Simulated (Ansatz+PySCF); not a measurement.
Results of a calculation; reference values are marked as such.
Input for PySCF 2.14.0:

```python
from pyscf import gto, scf, mp

mol = gto.M(atom="""
C 0.006830 0.508830 -0.146310
O -1.146770 -0.224130 -0.079510
O 1.174660 -0.168580 0.079900
H 0.024840 1.516640 0.314140
H 1.076660 -1.047700 -0.307630
H -1.366630 -0.437840 0.841900
""", basis='cc-pvtz', charge=0, spin=1)
mf = scf.UHF(mol)
mf.kernel()
pt = mp.MP2(mf, frozen=3).run()
print(mf.e_tot, pt.e_corr, pt.e_tot)
```

The script is written out from the run's settings.

The run gave:

* Converged: yes
* Reference energy: -189.35780 hartree
* Correlation energy: -0.62515 hartree
* Total energy: -189.98295 hartree
* Spin squared of the determinant: 0.759
